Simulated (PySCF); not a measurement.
fluorine (F2), SMILES FF. Geometry optimised at r2SCAN-D4/def2-TZVPD.

TDDFT-PBE/def2-TZVPD (PySCF) puts the lowest singlet excitations at 4.42, 4.42, 7.89, 7.89, 10.96, 10.96 eV and the lowest triplet (TDA) at 2.98 eV.

### Question
What are the lowest singlet roots from EOM-CCSD/aug-cc-pVDZ in PySCF? (Estimate from the structure and the level; the computed values follow.)

### Answer
4.80, 4.80, 8.07, 8.07, 13.48, 13.48 eV; triplets 3.49, 3.49, 7.36 eV. S1 differs by 0.38 eV (second minus first; roots are paired by order, and the bases may differ).
